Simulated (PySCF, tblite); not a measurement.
# C3H4F2S: dynamics, then NMR shifts and electronic excitations on frames, part 1 of 2

Aim: move C3H4F2S (`FC1(F)CSC1`) away from its starting geometry and see how NMR shifts and electronic excitations follow the geometry.

The runs use tblite 0.8.0 and PySCF 2.14.0, with density-fitted response routines of our own; the level of theory stands in each step. All values are computed, except where a source is named. Atoms count from 0, in the outputs and in this text.

## (1) The starting structure

10 atoms, charge 0, multiplicity 1; geometry from: GFN2-xTB.

Bonds of the start (Å): F0–C1 1.36, C1–F2 1.36, C1–C3 1.52, C3–S4 1.83, S4–C5 1.83, C5–C1 1.52, C3–H6 1.09, C3–H7 1.09, C5–H8 1.09, C5–H9 1.09.

## (2) A short Langevin run with GFN2-xTB

Job settings and geometry (Å):

```
{"job": {"kind": "md", "xc": "GFN2-xTB", "basis": "xTB", "temperature": 400, "steps": 2000, "every": 50, "frames": 5}, "charge": 0, "multiplicity": 1}
F     -0.202943     0.208883     1.805760
C     -0.009376     0.441394     0.482626
F      0.159082     1.784532     0.384073
C     -1.130967    -0.096813    -0.398587
S      0.028575    -1.184433    -1.309086
C      1.143308    -0.360434    -0.110915
H     -1.887836    -0.650689     0.151917
H     -1.588149     0.660482    -1.031106
H      1.596933    -1.053734     0.593676
H      1.900257     0.255466    -0.590886
```

Level: GFN2-xTB Langevin dynamics, gas phase.

The run is started by

```
$ OMP_NUM_THREADS=1 python probes_run.py task.json out
```

One launch serves the whole session: the jobs run in the order shown.

The program printed:

```text
t/fs     T/K      E/eV
    0.0   339.0   -575.79344
   25.0   129.1   -575.45227
   50.0   401.7   -575.57977
   75.0   359.9   -575.35872
  100.0   410.5   -575.52315
  125.0   272.2   -575.34029
  150.0   234.3   -575.38761
  175.0   211.0   -575.36128
  200.0   304.8   -575.57248
  225.0   261.5   -575.52216
  250.0   200.7   -575.44279
  275.0   369.9   -575.36917
  300.0   328.6   -575.32022
  325.0   435.3   -575.49180
  350.0   356.3   -575.48801
  375.0   292.8   -575.40406
  400.0   247.8   -575.43962
  425.0   428.0   -575.43479
  450.0   418.4   -575.44663
  475.0   299.6   -575.47093
  500.0   306.6   -575.59450
  525.0   288.1   -575.48017
  550.0   325.4   -575.55142
  575.0   223.9   -575.46056
  600.0   228.3   -575.41778
  625.0   355.9   -575.40178
  650.0   493.5   -575.43116
  675.0   385.8   -575.40176
  700.0   436.9   -575.50334
  725.0   343.0   -575.59863
  750.0   346.9   -575.60329
  775.0   312.9   -575.34944
  800.0   372.6   -575.54563
  825.0   387.3   -575.41547
  850.0   429.1   -575.48545
  875.0   408.5   -575.37128
  900.0   335.7   -575.46495
  925.0   351.7   -575.47523
  950.0   472.3   -575.51235
  975.0   583.8   -575.51401
 1000.0   594.3   -575.38770
```

It took 7.7 s on 1 thread of AMD EPYC 7B13, shared host; peak memory 0.18 GiB.

Distance from the start (root mean square after alignment): 0 fs 0.00 Å, 200 fs 0.20 Å, 400 fs 0.15 Å, 600 fs 0.13 Å, 800 fs 0.20 Å, 1000 fs 0.09 Å.

Positions (Å) and forces (eV/Å) at 1000 fs:

```xyz
10

F    -0.640    0.801    2.411    0.720   -0.119    1.349
C    -0.883    0.867    1.135    0.307    0.669   -2.438
F    -1.471    2.132    0.963    0.373   -1.005   -0.014
C    -1.758   -0.283    0.605   -0.602    1.052    0.613
S    -0.596   -0.759   -0.661    0.856    0.138   -0.305
C     0.325    0.684    0.106    0.379   -2.385    1.605
H    -2.049   -1.015    1.361    0.322   -0.037   -0.143
H    -2.656    0.148    0.171   -0.297   -0.095   -0.126
H     1.339    0.260    0.506   -1.863    0.917   -0.197
H     0.543    1.439   -0.601   -0.194    0.865   -0.343
```

## (3) NMR shieldings: 250 fs, PBE0/pcSseg-1

Job settings and geometry (Å):

```
{"job": {"kind": "nmr", "xc": "PBE0", "basis": "pcSseg-1", "pop": false}, "charge": 0, "multiplicity": 1}
F     -0.809200     0.042100     1.862400
C     -0.273900     0.360700     0.626000
F     -0.204400     1.726600     0.515600
C     -1.128300    -0.308800    -0.477700
S      0.314400    -0.917100    -1.316800
C      1.093100    -0.276000     0.247600
H     -1.729800    -1.007300     0.015500
H     -1.724500     0.410100    -1.045700
H      1.551800    -1.029700     0.902500
H      1.899000     0.357600    -0.130300
```

With the program's defaults for keys left out, this is: GIAO PBE0/pcSseg-1 NMR shielding, non-relativistic, gas phase.

The program printed:

```text
coarse grid: 9536 points
cycle   1  E = -713.9204490815  dE =  8.073e-01  |g| = 7.040e-01  |ddm| = 2.893e+00
cycle   2  E = -713.8223186351  dE =  9.813e-02  |g| = 1.083e+00  |ddm| = 9.473e-01
cycle   3  E = -714.0070968309  dE = -1.848e-01  |g| = 6.016e-02  |ddm| = 5.684e-01
cycle   4  E = -714.0076554841  dE = -5.587e-04  |g| = 3.434e-02  |ddm| = 6.946e-02
cycle   5  E = -714.0079174850  dE = -2.620e-04  |g| = 5.812e-03  |ddm| = 2.946e-02
cycle   6  E = -714.0079255882  dE = -8.103e-06  |g| = 2.112e-03  |ddm| = 9.234e-03
final grid: 90072 points
cycle   7  E = -714.0599451423  dE = -2.545e-05  |g| = 1.035e-02  |ddm| = 2.691e-02
cycle   8  E = -714.0599175659  dE =  2.758e-05  |g| = 1.525e-02  |ddm| = 2.108e-02
cycle   9  E = -714.0599698564  dE = -5.229e-05  |g| = 9.783e-04  |ddm| = 1.273e-02
cycle  10  E = -714.0599700044  dE = -1.480e-07  |g| = 2.899e-04  |ddm| = 9.226e-04
cycle  11  E = -714.0599700188  dE = -1.449e-08  |g| = 6.659e-05  |ddm| = 2.933e-04
cycle  12  E = -714.0599700199  dE = -1.031e-09  |g| = 1.847e-05  |ddm| = 7.782e-05
cycle  13  E = -714.0599700200  dE = -7.640e-11  |g| = 3.360e-06  |ddm| = 2.147e-05
converged SCF energy = -714.0599700200

GIAO shielding tensors (ppm)
atom      isotropic    diamagn.    paramagn.     s11        s22        s33       span
  0 F      237.518     473.176    -235.658    157.230    226.686    328.638    171.409
  1 C       54.876     241.395    -186.518     40.576     44.564     79.489     38.913
  2 F      266.515     473.598    -207.083    189.300    274.370    335.876    146.576
  3 C      142.931     252.816    -109.885    126.968    130.363    171.461     44.493
  4 S      621.511    1054.266    -432.755    374.074    561.535    928.923    554.849
  5 C      136.644     250.998    -114.354    107.323    128.003    174.606     67.283
  6 H       29.017      30.868      -1.851     25.914     27.807     33.330      7.416
  7 H       28.058      28.998      -0.940     24.679     25.918     33.578      8.899
  8 H       27.494      28.448      -0.954     24.063     25.921     32.498      8.435
  9 H       27.095      29.021      -1.926     22.616     25.707     32.960     10.344
```

Wall time 11 s (1 thread of AMD EPYC 7B13, shared host); peak memory 0.6 GiB.

Shifts follow as δ = σ(reference) − σ, with reference shieldings (ppm) from runs at the same level and on the same kind of geometry: 1H TMS 31.72, 13C TMS 186.9, 19F CFCl3 170.9, 33S CS2 504. The references are single molecules in the gas phase, so shifts against H2O, NH3, PH3, H3PO4 or CFCl3 are not on the usual liquid scales and can be off by tens of ppm. Each atom is listed at this fixed geometry, with no averaging over motion; a spectrum would average atoms that exchange fast.

| atoms | environment | σ (ppm) | δ (ppm) |
| --- | --- | --- | --- |
| C1 | fully substituted sp3 carbon bonded to 2 F | 54.9 | 132.0 |
| C5 | sp3 CH2 bonded to S | 136.6 | 50.3 |
| C3 | sp3 CH2 bonded to S | 142.9 | 44.0 |
| H9 | hydrogen on an sp3 CH2 bonded to S | 27.09 | 4.62 |
| H8 | hydrogen on an sp3 CH2 bonded to S | 27.49 | 4.22 |
| H7 | hydrogen on an sp3 CH2 bonded to S | 28.06 | 3.66 |
| H6 | hydrogen on an sp3 CH2 bonded to S | 29.02 | 2.70 |
| F0 | fluorine of a CF2 group | 237.5 | -66.6 |
| F2 | fluorine of a CF2 group | 266.5 | -95.6 |
| S4 | sulfide sulfur | 622 | -118 |

Ring of atoms C1, C3, S4, C5: NICS(0) -3.4, NICS(1) -0.4, NICS(1)zz 4.0 ppm (means of both faces).

Orbitals, density, ELF and potential are computed afterwards from the orbital file.

Frontier orbitals at PBE0/pcSseg-1, with the share of their density that lies nearest to each atom:

```
orbital  energy (eV)                   lies on
   HOMO        -6.91                   S4 80 %
   LUMO        -0.07  S4 50 %; C5 21 %; C3 7 %
```

ELF in a plane through or near 4 of the atoms.

Ten even steps from ' ' (0.00) to '@' (0.94):
```
                                                        
                                                        
                                                        
                                                        
                                                        
                            ......                      
                        ..::--::..                      
                ....::====--::==--..                    
            ..::--==##@@@@--**==##++....                
            --++##++==@@@@##++@@@@##====--::            
          ..==####--++--**==++%%==::++####++..          
            --++**++++%%##--++##--::++%%##++..          
            ..::::==%%@@**--**@@@@******++--..          
                  ::**==::%%::++##++::::....            
                  ::**++::**::++++--                    
                  ::**%%@@@@@@%%++::                    
                  ..==##%%%%%%**--..                    
                    ::--==++==--..                      
                        ......                          
                                                        
```
The map spans 9.0 Å across and 8.6 Å up, centred on the molecule. Atoms in the plane (x, y in Å): C1 (0.1, 0.7), C3 (1.1, -0.5), S4 (-0.2, -1.7), C5 (-1.2, -0.2).

On the surface of density 0.002 e/bohr³ the electrostatic potential runs, from the 1st to the 99th percentile, from -0.75 V near S4 to 1.16 V near H8.

## (4) Ultraviolet spectrum: 250 fs, PBE0/def2-SVPD

The job, as its differences from that of step 3:

```diff
@@ -1,2 +1,2 @@
-{"job": {"kind": "nmr", "xc": "PBE0", "basis": "pcSseg-1", "pop": false}, "charge": 0, "multiplicity": 1}
+{"job": {"kind": "uv", "xc": "PBE0", "basis": "def2-SVPD", "nstates": 5, "ntriplets": 0}, "charge": 0, "multiplicity": 1}
 F     -0.809200     0.042100     1.862400
```

With the program's defaults for keys left out, this is: TDDFT PBE0/def2-SVPD, vertical, gas phase, core orbitals frozen in the response.

The program printed:

```text
coarse grid: 9536 points
cycle   1  E = -713.6126419779  dE =  7.590e-01  |g| = 6.538e-01  |ddm| = 4.224e+00
cycle   2  E = -713.5250386230  dE =  8.760e-02  |g| = 9.953e-01  |ddm| = 1.559e+00
cycle   3  E = -713.6921757748  dE = -1.671e-01  |g| = 6.261e-02  |ddm| = 9.119e-01
cycle   4  E = -713.6928216216  dE = -6.458e-04  |g| = 3.147e-02  |ddm| = 1.322e-01
cycle   5  E = -713.6930508343  dE = -2.292e-04  |g| = 5.243e-03  |ddm| = 5.728e-02
cycle   6  E = -713.6930577454  dE = -6.911e-06  |g| = 1.916e-03  |ddm| = 1.322e-02
final grid: 90072 points
cycle   7  E = -713.7725789088  dE = -1.840e-05  |g| = 1.040e-02  |ddm| = 6.442e-02
cycle   8  E = -713.7725480622  dE =  3.085e-05  |g| = 1.542e-02  |ddm| = 3.375e-02
cycle   9  E = -713.7726055476  dE = -5.749e-05  |g| = 9.292e-04  |ddm| = 2.093e-02
cycle  10  E = -713.7726057116  dE = -1.640e-07  |g| = 2.653e-04  |ddm| = 2.055e-03
cycle  11  E = -713.7726057264  dE = -1.482e-08  |g| = 6.004e-05  |ddm| = 4.697e-04
cycle  12  E = -713.7726057273  dE = -8.877e-10  |g| = 1.933e-05  |ddm| = 1.761e-04
converged SCF energy = -713.7726057273

Static polarisability (au): isotropic 55.437, principal 48.471 56.462 61.378

Singlet excitations
state   eV       nm        f      main configurations
  1   4.8229    257.1   0.00053   H->L 0.97
  2   5.9013    210.1   0.01091   H->L+1 0.96
  3   6.5273    189.9   0.01510   H->L+2 0.96
  4   6.7853    182.7   0.04472   H->L+3 0.99
  5   7.4559    166.3   0.00468   H->L+4 0.96
```

It took 13 s on 1 thread of AMD EPYC 7B13, shared host; peak memory 0.71 GiB.

Frontier orbitals and where they lie:

```csv
orbital,eV,atoms
HOMO−3,-10.81,"S4 33 %, C3 24 %, C5 20 %"
HOMO−2,-10.04,"C5 20 %, F2 19 %, C1 18 %"
HOMO−1,-9.34,"S4 46 %, C3 15 %, C5 15 %"
HOMO,-6.95,"S4 70 %, C3 11 %, C5 9 %"
LUMO,-0.36,"S4 58 %, C5 20 %, C3 8 %"
LUMO+1,0.31,"S4 49 %, C3 13 %, C5 9 %"
LUMO+2,0.78,"S4 32 %, C5 12 %, C3 11 %"
```

With each of the 5 states as a Gaussian band of 0.4 eV half-width at 1/e, the curve within the window shown has maxima at 184 nm (ε 2,300) L/(mol cm). Beyond the last state computed it falls off for lack of states. The curve at chosen wavelengths:

nm, ε (L/mol/cm) and a bar:
```
      160        113 ##
      165        248 ###
      171        622 #########
      176       1346 ###################
      181       2089 #############################
      187       2159 ##############################
      192       1601 ######################
      197       1016 ##############
      203        649 #########
      208        542 ########
      213        460 ######
      219        318 ####
      224        196 ###
      229        105 #
      234         52 #
      240         26 
      245         20 
      250         21 
      256         22 
      261         21 
      266         18 
      272         14 
      277         10 
      282          7 
      288          4 
      293          2
```

Leading natural transition orbitals of singlet state 4: the hole lies on S4 79 %; the particle on S4 15 %; H7, H8, H9 about 14 % each; C1 12 %.

Leading natural transition orbitals of singlet state 1: the hole lies on S4 80 %; the particle on S4 53 %; C5 17 %; C3 8 %.

Further results of this job:

```csv
property,computed
dipole moment (D),0.79
polarisability (Å³),8.21
HOMO–LUMO gap (eV),6.58
−ε(HOMO) (eV),6.95
```

## (5) Shielding tensors: 425 fs, PBE0/pcSseg-1

Job settings and geometry (Å):

```
{"job": {"kind": "nmr", "xc": "PBE0", "basis": "pcSseg-1", "pop": false}, "charge": 0, "multiplicity": 1}
F     -0.473300    -0.035300     1.976300
C     -0.253300     0.270100     0.645900
F     -0.345100     1.624400     0.594200
C     -1.135500    -0.466900    -0.332500
S      0.279700    -1.262400    -1.161500
C      1.107800    -0.355900     0.184500
H     -1.906400    -1.078500     0.203400
H     -1.617200     0.158300    -1.104400
H      1.672600    -0.830200     0.987200
H      1.721300     0.399200    -0.439100
```

With the program's defaults for keys left out, this is: GIAO PBE0/pcSseg-1 NMR shielding, non-relativistic, gas phase.

The program printed:

```text
coarse grid: 9536 points
cycle   1  E = -713.9231280116  dE =  7.775e-01  |g| = 6.912e-01  |ddm| = 2.878e+00
cycle   2  E = -713.8328498206  dE =  9.028e-02  |g| = 1.053e+00  |ddm| = 9.533e-01
cycle   3  E = -714.0052748231  dE = -1.724e-01  |g| = 5.972e-02  |ddm| = 5.699e-01
cycle   4  E = -714.0058271578  dE = -5.523e-04  |g| = 3.389e-02  |ddm| = 6.820e-02
cycle   5  E = -714.0060861599  dE = -2.590e-04  |g| = 5.948e-03  |ddm| = 2.969e-02
cycle   6  E = -714.0060946038  dE = -8.444e-06  |g| = 2.175e-03  |ddm| = 9.602e-03
final grid: 90072 points
cycle   7  E = -714.0582010505  dE = -2.239e-05  |g| = 1.015e-02  |ddm| = 2.520e-02
cycle   8  E = -714.0581729977  dE =  2.805e-05  |g| = 1.521e-02  |ddm| = 2.117e-02
cycle   9  E = -714.0582247643  dE = -5.177e-05  |g| = 8.844e-04  |ddm| = 1.274e-02
cycle  10  E = -714.0582248893  dE = -1.250e-07  |g| = 2.702e-04  |ddm| = 9.079e-04
cycle  11  E = -714.0582249015  dE = -1.220e-08  |g| = 6.840e-05  |ddm| = 2.736e-04
cycle  12  E = -714.0582249025  dE = -1.039e-09  |g| = 1.685e-05  |ddm| = 7.668e-05
cycle  13  E = -714.0582249026  dE = -6.776e-11  |g| = 2.833e-06  |ddm| = 2.031e-05
converged SCF energy = -714.0582249026

GIAO shielding tensors (ppm)
atom      isotropic    diamagn.    paramagn.     s11        s22        s33       span
  0 F      250.323     473.533    -223.211    166.700    241.671    342.598    175.898
  1 C       57.413     240.247    -182.834     35.896     46.916     89.429     53.533
  2 F      253.708     473.393    -219.686    178.573    258.111    324.439    145.866
  3 C      137.102     252.158    -115.056    106.671    132.881    171.752     65.081
  4 S      616.199    1054.125    -437.926    345.023    583.611    919.962    574.939
  5 C      135.584     252.791    -117.207    107.054    125.928    173.770     66.716
  6 H       27.094      27.597      -0.503     23.825     25.508     31.949      8.124
  7 H       26.843      28.666      -1.823     22.640     25.501     32.387      9.747
  8 H       27.724      28.910      -1.186     24.512     26.149     32.510      7.998
  9 H       25.332      27.639      -2.307     20.190     24.533     31.272     11.081
```

Wall time 7.2 s (1 thread of AMD EPYC 7B13, shared host); peak memory 0.64 GiB.

This run: δ C1 129.5, C5 51.3, C3 49.8, F0 -79.4, H9 6.39, H7 4.87 ppm.

## (6) TDDFT and polarisability: 425 fs, PBE0/def2-SVPD

The job, as its differences from that of step 5:

```diff
@@ -1,2 +1,2 @@
-{"job": {"kind": "nmr", "xc": "PBE0", "basis": "pcSseg-1", "pop": false}, "charge": 0, "multiplicity": 1}
+{"job": {"kind": "uv", "xc": "PBE0", "basis": "def2-SVPD", "nstates": 5, "ntriplets": 0}, "charge": 0, "multiplicity": 1}
 F     -0.473300    -0.035300     1.976300
```

Method: TDDFT PBE0/def2-SVPD, vertical, gas phase, core orbitals frozen in the response.

The program printed:

```text
coarse grid: 9536 points
cycle   1  E = -713.6159403581  dE =  7.293e-01  |g| = 6.401e-01  |ddm| = 4.016e+00
cycle   2  E = -713.5351173062  dE =  8.082e-02  |g| = 9.670e-01  |ddm| = 1.456e+00
cycle   3  E = -713.6910115259  dE = -1.559e-01  |g| = 6.208e-02  |ddm| = 8.400e-01
cycle   4  E = -713.6916474401  dE = -6.359e-04  |g| = 3.104e-02  |ddm| = 1.190e-01
cycle   5  E = -713.6918722931  dE = -2.249e-04  |g| = 5.445e-03  |ddm| = 4.937e-02
cycle   6  E = -713.6918795163  dE = -7.223e-06  |g| = 2.022e-03  |ddm| = 1.282e-02
final grid: 90072 points
cycle   7  E = -713.7717170779  dE = -1.420e-05  |g| = 1.035e-02  |ddm| = 6.040e-02
cycle   8  E = -713.7716852280  dE =  3.185e-05  |g| = 1.560e-02  |ddm| = 3.013e-02
cycle   9  E = -713.7717429764  dE = -5.775e-05  |g| = 8.429e-04  |ddm| = 1.838e-02
cycle  10  E = -713.7717431188  dE = -1.423e-07  |g| = 2.391e-04  |ddm| = 1.794e-03
cycle  11  E = -713.7717431310  dE = -1.223e-08  |g| = 6.001e-05  |ddm| = 3.929e-04
cycle  12  E = -713.7717431318  dE = -8.299e-10  |g| = 1.756e-05  |ddm| = 1.407e-04
converged SCF energy = -713.7717431318

Static polarisability (au): isotropic 56.171, principal 49.260 57.107 62.145

Singlet excitations
state   eV       nm        f      main configurations
  1   4.7509    261.0   0.00023   H->L 0.98
  2   5.8008    213.7   0.01232   H->L+1 0.96
  3   6.3601    194.9   0.00799   H->L+2 0.96
  4   6.6621    186.1   0.04414   H->L+3 0.99
  5   7.4021    167.5   0.00175   H->L+4 0.96
```

It took 9.6 s on 1 thread of AMD EPYC 7B13, shared host; peak memory 0.71 GiB.

Key values: HOMO -6.94 eV, LUMO -0.39 eV; lowest singlet 4.75 eV.

## (7) Nuclear shieldings: 625 fs, PBE0/pcSseg-1

Job settings and geometry (Å):

```
{"job": {"kind": "nmr", "xc": "PBE0", "basis": "pcSseg-1", "pop": false}, "charge": 0, "multiplicity": 1}
F      0.276000    -0.322000     2.119300
C      0.037200     0.068300     0.789100
F     -0.063800     1.459400     0.813000
C     -1.160000    -0.688900     0.301600
S     -0.111700    -1.566400    -0.992300
C      1.150400    -0.488100    -0.087300
H     -1.473400    -1.412900     1.064900
H     -2.074800    -0.316200    -0.158800
H      1.926700    -1.111400     0.257200
H      1.522600     0.284800    -0.794600
```

Level: GIAO PBE0/pcSseg-1 NMR shielding, non-relativistic, gas phase.

The program printed:

```text
coarse grid: 9536 points
cycle   1  E = -713.9128107937  dE =  7.106e-01  |g| = 7.205e-01  |ddm| = 2.850e+00
cycle   2  E = -713.7931992162  dE =  1.196e-01  |g| = 1.155e+00  |ddm| = 1.018e+00
cycle   3  E = -714.0038622793  dE = -2.107e-01  |g| = 6.438e-02  |ddm| = 6.262e-01
cycle   4  E = -714.0045218041  dE = -6.595e-04  |g| = 3.586e-02  |ddm| = 7.088e-02
cycle   5  E = -714.0048109655  dE = -2.892e-04  |g| = 7.414e-03  |ddm| = 3.192e-02
cycle   6  E = -714.0048250930  dE = -1.413e-05  |g| = 2.512e-03  |ddm| = 1.151e-02
cycle   7  E = -714.0048265398  dE = -1.447e-06  |g| = 3.259e-04  |ddm| = 2.717e-03
final grid: 90072 points
cycle   8  E = -714.0566893176  dE = -2.927e-05  |g| = 8.802e-03  |ddm| = 2.408e-02
cycle   9  E = -714.0566636866  dE =  2.563e-05  |g| = 1.412e-02  |ddm| = 1.639e-02
cycle  10  E = -714.0567065746  dE = -4.289e-05  |g| = 4.574e-04  |ddm| = 1.038e-02
cycle  11  E = -714.0567066041  dE = -2.947e-08  |g| = 2.211e-04  |ddm| = 4.781e-04
cycle  12  E = -714.0567066114  dE = -7.360e-09  |g| = 6.702e-05  |ddm| = 1.890e-04
cycle  13  E = -714.0567066126  dE = -1.193e-09  |g| = 6.848e-06  |ddm| = 8.967e-05
cycle  14  E = -714.0567066126  dE = -6.821e-12  |g| = 2.179e-06  |ddm| = 8.912e-06
converged SCF energy = -714.0567066126

GIAO shielding tensors (ppm)
atom      isotropic    diamagn.    paramagn.     s11        s22        s33       span
  0 F      227.065     473.544    -246.479    124.138    218.053    339.005    214.866
  1 C       54.499     238.273    -183.773     39.599     43.544     80.355     40.757
  2 F      243.351     473.832    -230.481    160.584    231.773    337.696    177.112
  3 C      143.094     249.836    -106.742    125.796    129.004    174.482     48.687
  4 S      589.083    1054.030    -464.947    308.148    587.637    871.465    563.317
  5 C      143.488     251.513    -108.025    125.158    131.921    173.384     48.225
  6 H       27.462      28.442      -0.980     24.441     25.789     32.156      7.715
  7 H       27.528      28.430      -0.902     23.294     25.963     33.327     10.033
  8 H       28.096      29.528      -1.433     23.992     26.762     33.532      9.540
  9 H       27.362      28.593      -1.231     23.594     25.914     32.577      8.983
```

Wall time 7.3 s (1 thread of AMD EPYC 7B13, shared host); peak memory 0.63 GiB.

Key values: δ C1 132.4, C3 43.8, C5 43.4, F0 -56.1, H9 4.36, H6 4.26 ppm.

(Continued in part 2 of 2.)
